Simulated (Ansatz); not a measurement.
**AlH₄ (doublet): from Hartree-Fock to the top rungs, cc-pVDZ**

The task here is to estimate one member of a computed series from the others.

Method: cc-pVDZ, core rule «outside noble gas», up to 5 orbitals frozen; program: Ansatz 0.2.0, Gaussian basis.

Plan: UHF; CCSD(T) on ROHF; CCSD(T) on UHF; BCCD(T) on ROHF; CISD; CCSDT(Q) on ROHF; CCSDT(Q) on UHF; CISDTQ; CCSDTQ on ROHF; CCSDTQ on UHF; Full CI.

8 further runs of the same task are left out: 5 for a known fault of the program, 3 set aside as unsound or not needed.

**The system**

The geometry is a PBE0/def2-TZVP stationary point (not a proven minimum).

5 atoms, charge 0, spin multiplicity 2.

Atoms are counted from 1 here; the program's logs count them from 0.

Bond lengths: Al1–H4 1.595 Å, Al1–H5 1.595 Å, H2–H3 0.766 Å. Angles: H4–Al1–H5 120.0°.

As a file:

```
atom    x (Å)    y (Å)    z (Å)
 Al1  -0.0599   0.0001  -0.1328
  H2   0.4487   0.0018   1.9858
  H3  -0.3171  -0.0089   1.9564
  H4   0.7333   1.3833  -0.1888
  H5   0.7376  -1.3801  -0.1993
```

The first run:

in.yaml

```yaml
crystal:
  periodic: [false, false, false]
  atoms:
    - {symbol: Al, position_ang: [-0.059867, 0.000147, -0.132768]}
    - {symbol: H, position_ang: [0.448722, 0.001802, 1.985772]}
    - {symbol: H, position_ang: [-0.317066, -0.008906, 1.956389]}
    - {symbol: H, position_ang: [0.733301, 1.383310, -0.188797]}
    - {symbol: H, position_ang: [0.737612, -1.380129, -0.199290]}
basis:
  gaussian: {orbitals: cc-pVDZ}
magnetization: {spin_polarized: true, initial_magnetization: 1}
hamiltonian: {xc: hf}
output: {orbitals: {seedname: orbitals}}
```

Run with:

```console
$ ansatz run in.yaml --threads 1 --pin off --events-out ev --progress --plain --max-ram 3956MiB --backend cpu
```

Steps of the session up to this table: UHF; CCSD(T) on ROHF; CCSD(T) on UHF; BCCD(T) on ROHF; CISD; CCSDT(Q) on ROHF; CCSDT(Q) on UHF; CISDTQ; CCSDTQ on ROHF; CCSDTQ on UHF; Full CI.

One table of the session follows, with a row left open; its other results are not shown here.

It belongs to the step «Misses and costs». 

| method | from FCI (kcal/mol) |
| --- | --- |
| ROHF | +73.06 |
| UHF | +72.57 |
| RMP2 | +18.57 |
| UMP2 | +18.48 |
| CISD | ? |
| RCCSD | +1.24 |
| UCCSD | +1.23 |
| RCCSD(T) | +0.34 |
| UCCSD(T) | +0.34 |
| BCCD(T) | +0.34 |
| RCCSDT | +0.02 |
| UCCSDT | +0.01 |
| CISDTQ | +0.09 |
| RCCSDT(Q) | 0.00 |
| UCCSDT(Q) | 0.00 |
| RCCSDTQ | 0.00 |
| UCCSDTQ | -0.01 |
| FCI | 0 |

Q: Estimate the row for CISD from the others.

The run gave: from FCI (kcal/mol): +4.13. In the column «from FCI (kcal/mol)» it lies between RCCSD (+1.24) and UMP2 (+18.48).

Caveats from the session: Levels on UHF freeze UHF's core orbitals, full CI those of ROHF, so the U rows can settle a little off it for that reason alone. Restricted and unrestricted rows rest on different reference determinants; where their highest levels disagree by more than a few hundredths of an eV, they describe different states and don't form one ladder.
